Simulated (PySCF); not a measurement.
C5H9N: core ionisation energies

Species: C5H9N.
Structure used (GFN2-xTB), in Å, numbered top down from 1:
```
atom  x, y, z in Å
C1     1.5045   -0.8195   -0.0918
C2     0.7035    0.4604   -0.2623
C3     0.2830    1.1593    1.0059
C4    -1.0196    1.0163    0.7907
C5    -0.8311    0.3129   -0.5424
N6    -1.3274   -1.0284   -0.7356
H7     2.5390   -0.5785    0.1446
H8     1.4774   -1.4007   -1.0100
H9     1.1035   -1.4251    0.7177
H10    1.2033    1.1104   -0.9855
H11    0.8689    1.6119    1.7858
H12   -1.9055    1.2984    1.3327
H13   -1.1615    0.9134   -1.3962
H14   -1.1064   -1.6069    0.0675
H15   -2.3359   -1.0160   -0.8430
```

Method: PySCF 2.14.0, delta-SCF UKS SCAN, pcX-2 on the ionised atom, pcseg-1 elsewhere, spin-free X2C. Vertical ΔSCF values, vacuum level as zero.

List the computed XPS lines with their assignment.

| atom(s) | environment | level | binding energy (eV) | above the level's lowest (eV) | count |
| --- | --- | --- | --- | --- | --- |
| C4 | alkene CH carbon | C 1s | 289.86 | 0.00 | 1 |
| C3 | alkene CH carbon | C 1s | 290.02 | +0.16 | 1 |
| C1 | methyl carbon | C 1s | 290.33 | +0.47 | 1 |
| C2 | allylic carbon | C 1s | 290.42 | +0.56 | 1 |
| C5 | sp3 carbon bound to nitrogen | C 1s | 291.17 | +1.31 | 1 |
| N6 | primary amine nitrogen | N 1s | 404.78 | 0.00 | 1 |

The listed C 1s values span 1.31 eV, from C4 (bonded to C (double bond), C and H) to C5 (bonded to N, 2 C and H). Summing the Pauling electronegativity differences to the bonded atoms, each weighted by its formal bond order, gives -0.35 for the lowest site and +0.14 for the highest; no listed site has a larger sum than the highest. The smallest sum, -1.05, belongs to C1, 0.47 eV above the lowest.

Express the binding energy of C 1s of C2 in atomic units and per mole.

290.42 eV = 10.6727 Eh = 28021 kJ/mol.

What is the longest wavelength that can ionise C 1s of C2 vertically?

λ = hc/E = 12398.42 eV Å / 290.42 eV = 42.691 Å.

Isolated species at its GFN2-xTB geometry (one conformer only).
